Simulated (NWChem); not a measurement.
# methylamine (CH$_{5}$N); SMILES NC

Program: NWChem. The geometry was optimised at PBE0/def2-SVP. Level: PBE0/def2-SVP with SMD (1 M gas to 1 M solution), gas-phase geometry.

What does the run give for solvent water? Quantities: solvation free energy (kcal/mol); cavity-dispersion-structure term (kcal/mol); dipole in solution (D).

The solvation free energy (kcal/mol) is -3.2 and the cavity-dispersion-structure term (kcal/mol) comes out as 1.0. The dipole in solution (D) is 1.63.
